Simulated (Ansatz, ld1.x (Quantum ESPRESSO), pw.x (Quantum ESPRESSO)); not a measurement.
**technetium (Tc): does the TM potential hold in the solid?**

```
Element                 : Tc (Z = 43)
Generator               : ld1.x (Quantum ESPRESSO) 7.5
Type                    : norm-conserving Troullier–Martins (Kleinman–Bylander form)
Functional              : PBEsol
Relativity              : scalar-relativistic
Frozen core             : [Kr]
Valence charge          : 7
Reference configuration : 4d5 5s2 5p0
Partial waves           : 5s (bound): rc 2.75 bohr; 5p (bound, empty): rc 3.30 bohr; 4d (bound): rc 2.35 bohr; 4f channel at 0.45 Ry: rc 2.65 bohr
Local potential         : all-electron potential smoothed inside 1.85 bohr (lloc = -2)
Core correction         : a·sin(br)/r model core, default radius (core density twice the valence density)
```

Atomic tests: cutoffs needed: 35 Ry and 40 Ry (the cutoffs (Ry, on a coarse ladder) from which the occupation-weighted sum of valence levels, in a spherical-Bessel basis at the reference potential, stays within 10 and 1 mRy of its value at 400 Ry); ghost test: ghost state, extra bound levels that the all-electron valence spectrum of the same l lacks: s at -4.1 eV; a true bound ghost makes a file unfit for plane-wave use (spherical-Bessel basis up to 400 Ry, 20 bohr box); configuration tests: 3 of 7 tests not solved or not reliable.

Crystal test: diamond Tc in pw.x 7.5, no spin, 8³ k-points, Fermi–Dirac smearing 0.01 Ry, cutoffs 50/200 Ry. The reference is all-electron LAPW (Ansatz 0.2.0) with the same functional, mesh and smearing; V0 and B0 come from Birch–Murnaghan fits to the pressures at five volumes. Errors are pseudo minus all-electron; Δ is the rms difference of the E(V) curves that follow from these fits, minima aligned, over ±6 % about the mean V0. Mesh and smearing are coarse, so the numbers serve the comparison and aren't converged zero-temperature values; the lattice is a test structure that the element need not adopt.

All-electron: a0 = 5.478 Å (V0 = 20.55 Å³/atom), B0 = 164.5 GPa.

**Question.** How far does the potential miss the all-electron equation of state?

**Answer.** mean pressure error (GPa): -7.25; a0 (Å): 5.390; a0 error (%): -1.62; B0 error (%): -3.1; Δ (meV/atom): 35.4. The largest radius (3.30 bohr) exceeds half the bond length (2.24 bohr), so the spheres overlap, which is one possible source of error among others. This is a poor potential for the solid. Note: ghost state, extra bound levels that the all-electron valence spectrum of the same l lacks: s at -4.1 eV. A true bound ghost makes a file unfit for plane-wave use. Atomic configuration tests: 3 of 7 tests not solved or not reliable. The logarithmic derivative shows an extra or strongly shifted pseudo pole above the reference energy (s near -0.31 Ry).

```json
{"V (Å³/atom)": "19.515", "P all-electron (GPa)": "9.54", "P pseudo (GPa)": "0.45"}
{"V (Å³/atom)": "20.028", "P all-electron (GPa)": "4.51", "P pseudo (GPa)": "-3.54"}
{"V (Å³/atom)": "20.542", "P all-electron (GPa)": "0.10", "P pseudo (GPa)": "-7.03"}
{"V (Å³/atom)": "21.056", "P all-electron (GPa)": "-3.77", "P pseudo (GPa)": "-10.11"}
{"V (Å³/atom)": "21.569", "P all-electron (GPa)": "-7.15", "P pseudo (GPa)": "-12.82"}
```

**Question.** At the middle volume, how do free energy and pressure move when the wave cutoff is lowered (ecutrho kept at four times it)?

**Answer.**

```
cutoff (Ry)  shift of F (meV/atom)  shift of P (GPa)
         22                +3844.0           -107.68
         30                 +405.7            -21.24
         40                   +4.7             -0.41
```

The run at the middle volume (29 k-points, 8 iterations) took about 12 s on one core of a shared host (Neoverse-V1, 32 threads, 247 GiB, load 20).
